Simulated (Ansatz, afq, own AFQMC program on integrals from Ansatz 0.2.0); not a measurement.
**HCl, singlet in cc-pVDZ, levels against full CI**

```yaml
atoms:
  - { symbol: Cl, position_ang: [0.0000, 0.0000, 0.0000] }
  - { symbol: H, position_ang: [0.0000, 0.0000, 1.2788] }
```

Basis cc-pVDZ. Noble-gas cores (and the filled d shells of Ga–Kr and In–Xe) are frozen. Integrals, coupled cluster, full CI and functionals: Ansatz 0.2.0; the random walks run on the same integrals in our own AFQMC program. ph-AFQMC/CISD is guided by a CISD state made of CCSD amplitudes; releasing the constraint for a short imaginary time cuts its bias at the price of noise, slowly where states lie close. Free AFQMC starts from the CCSD state and is never constrained. Its projection time is finite, and what remains of the start isn't in its error. Error bars are statistical, one sigma.

Determinant: RHF, the one that the program's search chose, which needn't be the lowest solution. The geometry is a point of a scan.

Full CI on the same integrals is exact in this basis and with this determinant's frozen core.

```
T1 diagnostic                               : 0.0046
weight of the determinant in the CISD state : 0.937
size of the correlated space                : 8 electrons in 18 orbitals
```

| level | correlation energy (eV) |
| --- | --- |
| MP2 | -3.9824 |
| CCSD | -4.4289 |
| CCSD(T) | -4.4929 |

**Question.** Estimate where phaseless AFQMC with a CISD trial lies against CCSD(T) on the same integrals.

**Answer.** 14.9 ± 1.1 meV below CCSD(T).

Reference: full CI, correlation energy -4.507 eV. The released energy is read at 2.40 1/Eh (meV from the phaseless value at times in 1/Eh: -0.8 ± 0.8 at 0.24, -0.2 ± 0.9 at 0.51, 0.0 ± 0.8 at 0.99, 2.0 ± 0.8 at 1.62, 0.8 ± 1.1 at 2.40).

```
         level  E − E(reference) (meV)  share of correlation (%)
       CCSD(T)                    13.7                     99.70
         CCSDT                     7.5                     99.83
      CCSDT(Q)                     0.6                     99.99
        CCSDTQ                     0.2                     99.99
   ph-AFQMC/HF            -11.0 ± 21.7                    100.24
 ph-AFQMC/CISD              -1.1 ± 1.1                    100.03
released AFQMC              -0.3 ± 1.1                    100.01
    free AFQMC               1.1 ± 1.6                     99.97
```

CCSDT and higher add their correlation energy to the determinant of the CCSD(T) run, since their own runs factorise the integrals more tightly (a shift of under 2 meV). Free projections are given only where their last times agree within the noise and don't stop above the reference; a slow remainder of the start can still hide under it. A walk keeps the symmetry of its determinant, which the program's search chose and which needn't be the lowest solution, so a lower state of the same spin and another symmetry isn't excluded. Released energies are given only where the last usable release times agree within the noise; a slower fall can still hide under it.
